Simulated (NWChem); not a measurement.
Everything below was run with NWChem. System: F$_{2}$, charge 1, spin multiplicity 2, at the geometry of a parent with another charge or spin, in a state set for the comparison that need not be this species' ground state. Its SCF solution wasn't tested for a lower state. Level: ROCCSD(T)/def2-TZVPD, 2 core orbitals frozen.

Job file:

```
start mol
memory heap 100 mb stack 700 mb global 1900 mb
charge 1
geometry units angstroms nocenter noautoz
  F      0.000000     0.000000     0.688226
  F      0.000000     0.000000    -0.688226
  symmetry group D2h
end
basis spherical
  * library def2-tzvpd
end
scf
  rohf
  nopen 1
  maxiter 100
  thresh 1e-7
  semidirect memsize 60000000 filesize 0
  # guess.movecs holds the orbitals of an unrestricted PBE0 run
  vectors input guess.movecs swap 8 9 output mol.movecs
end
tce
  freeze core 2
  ccsd(t)
  2eorb
  2emet 13
  thresh 1e-6
  maxiter 100
  tilesize 24
end
task tce energy
```

Part of the output:

```
             Northwest Computational Chemistry Package (NWChem) 7.3.0
             --------------------------------------------------------

                                NWChem Input Module
                                -------------------

 Scaling coordinates for geometry "geometry" by  1.889725989
 (inverse scale =  0.529177249)

 Turning off AUTOSYM since
 SYMMETRY directive was detected!

                             Geometry "geometry" -> ""
                             -------------------------

 Output coordinates in angstroms (scale by  1.889725989 to convert to a.u.)

  No.       Tag          Charge          X              Y              Z
 ---- ---------------- ---------- -------------- -------------- --------------
    1 F                    9.0000     0.00000000     0.00000000     0.68822600
    2 F                    9.0000     0.00000000     0.00000000    -0.68822600

 Effective nuclear repulsion energy (a.u.)      31.1404663359

            Nuclear Dipole moment (a.u.)
            ----------------------------
        X                 Y               Z
 ---------------- ---------------- ----------------
     0.0000000000     0.0000000000     0.0000000000

      Symmetry information
      --------------------

 Group name             D2h
 Group number             26
 Group order               8
 No. of unique centers     1

      Symmetry unique atoms

     1


 Summary of "ao basis" -> "" (spherical)
 ------------------------------------------------------------------------------
       Tag                 Description            Shells   Functions and Types
 ---------------- ------------------------------  ------  ---------------------
 *                         def2-tzvpd                 on all atoms

 Summary of "ao basis" -> "ao basis" (spherical)
 ------------------------------------------------------------------------------
       Tag                 Description            Shells   Functions and Types
 ---------------- ------------------------------  ------  ---------------------
 F                         def2-tzvpd               14       40   6s4p3d1f

                                 NWChem SCF Module
                                 -----------------

  ao basis        = "ao basis"
  functions       =    80
  atoms           =     2
  closed shells   =     8
  open shells     =     1
  charge          =   1.00
  wavefunction    = ROHF
  use symmetry    = T
  symmetry adapt  = T

 Summary of "ao basis" -> "ao basis" (spherical)
 ------------------------------------------------------------------------------
       Tag                 Description            Shells   Functions and Types
 ---------------- ------------------------------  ------  ---------------------
 F                         def2-tzvpd               14       40   6s4p3d1f

      Symmetry analysis of basis
      --------------------------

        ag         18
        au          4
        b1g         4
        b1u        18
        b2g         9
        b2u         9
        b3g         9
        b3u         9

 Forming initial guess at       0.2s

 Swapping ROHF orbitals     8    9

      Symmetry analysis of molecular orbitals - initial
      -------------------------------------------------

  Numbering of irreducible representations:

     1 ag          2 au          3 b1g         4 b1u         5 b2g
     6 b2u         7 b3g         8 b3u

  Orbital symmetries:

     1 ag          2 b1u         3 ag          4 b1u         5 ag
     6 b3u         7 b2u         8 b3g         9 b2g        10 b1u
[...]
    Atom       Charge   Shell Charges
 -----------   ------   -------------------------------------------------------
    1 F    9     8.50   0.78  1.20  0.67  1.06  0.28 -0.01  2.05  1.97  0.48 -0.00  0.00  0.02 -0.00  0.00
    2 F    9     8.50   0.78  1.20  0.67  1.06  0.28 -0.01  2.05  1.97  0.48 -0.00  0.00  0.02 -0.00  0.00

 Mulliken analysis of the open-shell density
 -------------------------------------------

    Atom       Charge   Shell Charges
 -----------   ------   -------------------------------------------------------
    1 F    9     0.50   0.00 -0.00  0.00  0.00  0.00 -0.00  0.26  0.20  0.04 -0.00 -0.00 -0.00 -0.00  0.00
    2 F    9     0.50   0.00 -0.00  0.00  0.00  0.00 -0.00  0.26  0.20  0.04 -0.00 -0.00 -0.00 -0.00  0.00

       Multipole analysis of the density wrt the origin
       ------------------------------------------------

     L   x y z        total         open         nuclear
     -   - - -        -----         ----         -------
     0   0 0 0      1.000000     -1.000000     18.000000

     1   1 0 0     -0.000000     -0.000000      0.000000
     1   0 1 0      0.000000     -0.000000      0.000000
     1   0 0 1      0.000000     -0.000000      0.000000

     2   2 0 0     -5.651037     -0.711242      0.000000
     2   1 1 0      0.000000     -0.000000      0.000000
     2   1 0 1     -0.000000     -0.000000      0.000000
     2   0 2 0     -6.045972     -0.235249      0.000000
     2   0 1 1     -0.000000      0.000000      0.000000
     2   0 0 2     -3.363518     -2.056287     30.446146

                   NWChem Extensible Many-Electron Theory Module
                   ---------------------------------------------


            General Information
            -------------------
      Number of processors :     1
         Wavefunction type : Restricted open-shell Hartree-Fock
          No. of electrons :    17
           Alpha electrons :     9
            Beta electrons :     8
           No. of orbitals :   160
            Alpha orbitals :    80
             Beta orbitals :    80
        Alpha frozen cores :     2
         Beta frozen cores :     2
     Alpha frozen virtuals :     0
      Beta frozen virtuals :     0
         Spin multiplicity : doublet
    Number of AO functions :    80
       Number of AO shells :    28
        Use of symmetry is : on
      Symmetry adaption is : on
         Schwarz screening : 0.10D-09

          Correlation Information
          -----------------------
          Calculation type : Coupled-cluster singles & doubles w/ perturbation
   Perturbative correction : (T)
            Max iterations :      100
        Residual threshold : 0.10D-05
     T(0) DIIS level shift : 0.00D+00
     L(0) DIIS level shift : 0.00D+00
     T(1) DIIS level shift : 0.00D+00
     L(1) DIIS level shift : 0.00D+00
     T(R) DIIS level shift : 0.00D+00
     T(I) DIIS level shift : 0.00D+00
   CC-T/L Amplitude update :  5-th order DIIS
                I/O scheme : Global Array Library
        L-threshold :  0.10D-05
        EOM-threshold :  0.10D-05
 no EOMCCSD initial starts read in
 TCE RESTART OPTIONS
 SLICE:      F
 D4D5:       F
 quantumc:   F
 qrotation:  F
 pwtce:      F
 qducc:      F
 nacto:                         0
 nrotv:                         0
 nrot:                          0

            Memory Information
            ------------------
          Available GA space size is     249024000 doubles
          Available MA space size is     104854100 doubles

 Maximum block size supplied by input
 Maximum block size        24 doubles

 tile_dim =     16

 -------------------------------------------------

 Global array virtual files algorithm will be used

 Parallel file system coherency ......... OK

 4-electron integrals stored in orbital form

 v2    file size   =          1034575
 4-index algorithm nr.  13 is used
 imaxsize =       30
 imaxsize ichop =        0


CCSD iterations
 ---------------------------------------------------------
 Iter          Residuum       Correlation     Cpu    Wall
 ---------------------------------------------------------
    1   0.3867263509720  -0.5852509818999     3.4     3.4
    2   0.1460376534026  -0.5015381985805     3.2     3.2
    3   0.0831570419585  -0.5545394212241     3.0     3.0
    4   0.0418458979977  -0.5301346289381     2.9     2.9
    5   0.0233874394418  -0.5439704735553     3.1     3.1
    6   0.0028570667233  -0.5396590799366     3.3     3.3
    7   0.0014178676270  -0.5396096789859     3.3     3.3
    8   0.0008483255249  -0.5396530946579     3.2     3.2
    9   0.0005262366390  -0.5396502760015     3.1     3.1
   10   0.0003358301134  -0.5396738395499     3.0     3.0
   11   0.0001052861161  -0.5396892899191     3.3     3.3
   12   0.0000617010865  -0.5396814973300     3.3     3.3
   13   0.0000394267630  -0.5396828193611     2.9     2.9
   14   0.0000256529298  -0.5396813459575     3.2     3.2
   15   0.0000170384600  -0.5396816360968     3.2     3.2
   16   0.0000042894013  -0.5396810172489     3.8     3.8
   17   0.0000022456753  -0.5396813069590     3.2     3.2
   18   0.0000013596944  -0.5396812516963     3.3     3.3
   19   0.0000008372054  -0.5396813314076     3.4     3.4
 -----------------------------------------------------------------
 Iterations converged
 CCSD correlation energy / hartree =        -0.539681331407559
 CCSD total energy / hartree       =      -198.709898030735076

 Singles contributions

 Doubles contributions
    10b1u (alpha)    10b1u (beta ) ---     6ag  (alpha)     6ag  (beta )       -0.1352318438
    10b1u (alpha)     9b2g (beta ) ---     6ag  (alpha)     7b3u (beta )       -0.1443482486
    10b1u (beta )     9b2g (beta ) ---     6ag  (beta )     7b3u (beta )       -0.1092911101
 CCSD(T)
 Using plain CCSD(T) code
             total no. of tasks         9844
 total no. of tasks / no. procs         9844
                         wl_min            1           1.0
                         wl_max        30720           5.6
        thresh for no. of tasks         9844

 CCSD[T]  correction energy / hartree =        -0.026223252552859
 CCSD[T] correlation energy / hartree =        -0.565904583960418
 CCSD[T] total energy / hartree       =      -198.736121283287929
 CCSD(T)  correction energy / hartree =        -0.025381480338850
 CCSD(T) correlation energy / hartree =        -0.565062811746409
 CCSD(T) total energy / hartree       =      -198.735279511073912

 Task  times  cpu:       97.8s     wall:       97.8s

 Total times  cpu:       97.9s     wall:       97.9s
```
